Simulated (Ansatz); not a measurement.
A geometry relaxed with PBE-D3(BJ)/def2-TZVP (Ansatz, a first-principles code), charge 0, multiplicity 1:

```xyz
5

H      0.9726    -0.2146    -0.4584
H      0.1170     0.0739     1.0877
C      0.0000     0.0000     0.0000
H     -0.3871     0.9483    -0.3912
H     -0.7024    -0.8075    -0.2380
```

Problem. Write the SMILES of this molecule.

Solution. `C`
